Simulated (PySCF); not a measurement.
Aza analogues, thiophene 1N. All species are isolated molecules in the gas phase. Strings in code marks are SMILES.

The vertical ionisation energy (Delta-SCF) from two functionals at the same geometries (PBE0-D4/def2-TZVP), both in PySCF: PBE-D3(BJ)/def2-TZVP and B3LYP-D3(BJ)/def2-TZVP. B3LYP has the VWN-RPA correlation part, as in Gaussian. Delta-SCF ions had no search for a lower state. 

```
species    PBE-D3(BJ)/def2-TZVP (eV)  B3LYP-D3(BJ)/def2-TZVP (eV)
---------  -------------------------  ---------------------------
`c1ccsc1`                       8.92                         8.91
`c1nccs1`                       9.48                         9.48
`c1cnsc1`                       9.69                         9.71
```

Over these rows, drawn at random from the members with no instability flagged (it was tested for open shells, ions and some series alone), PBE minus B3LYP-D3(BJ): mean -0.01 eV, from -0.02 eV to +0.01 eV.
